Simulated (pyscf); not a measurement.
Structures and frequencies: ωB97X-D3(BJ)/def2-SVP in PySCF. Correlated levels are frozen-core, on RHF or UHF. ΔMP2 is the change of the MP2 total energy from the triple- to the quadruple-zeta basis.

Problem. For the elementary gas-phase step H₃C–InH–F → H₃C–In [singlet] + hydrogen fluoride (HF) (singlet surface; F–In, H–In broken, F–H formed), what barrier and reaction energy does CCSD(T)/def2-TZVPP + ΔMP2(QZVPP) give, measured from the reactant's lowest minimum found?

Solution. ΔE‡ = 43.3 kcal/mol, ΔE = +16.5 kcal/mol. Zero-point energy shifts the barrier by -1.2 kcal/mol. It is a 1,1-elimination, with an imaginary mode of 1301i cm⁻¹. One saddle was located; it need not be the lowest between these sides. The CCSD(T) − MP2 part came from Ansatz, without density fitting, on the same reference. The frozen core leaves the outer d or s,p core shells of the metals and heavy elements correlated in the MP2 and CC values, and def2-TZVPP describes them poorly, which can shift differences by a few kcal/mol. Elements past Kr carry the def2 core potentials, without spin-orbit coupling.
